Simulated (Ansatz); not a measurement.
Q: Name a neutral molecule of Al, P, Si and H with LUMO energy (PBE0/def2-TZVPP) between -2.30 and -2.00 eV and HOMO energy (ωB97M-V/def2-TZVPP) between -8.15 and -7.85 eV (Ansatz, PBE0-D4/def2-TZVP geometry).

A: `[AlH]1[SiH2][PH]1` (-2.00 eV, -7.92 eV). Other molecules can fit too; these were computed, each in one conformer that needn't be the lowest.
